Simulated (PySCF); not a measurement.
```xyz
3

C      1.1545     0.0205     0.0000
C     -0.0453     0.0018     0.0000
H     -1.1092    -0.0223     0.0000
```

Charge 0, multiplicity 2.

Problem. Give the Mulliken and meta-Löwdin atomic charges from ωB97X-D3(BJ)/def2-TZVP // B3LYP-D3(BJ)/def2-TZVP run with PySCF.

Solution. 
| atom | Mulliken (e) | meta-Löwdin (e) |
|---|---|---|
| C1 | -0.02 | 0.02 |
| C2 | -0.19 | -0.20 |
| H3 | 0.21 | 0.18 |
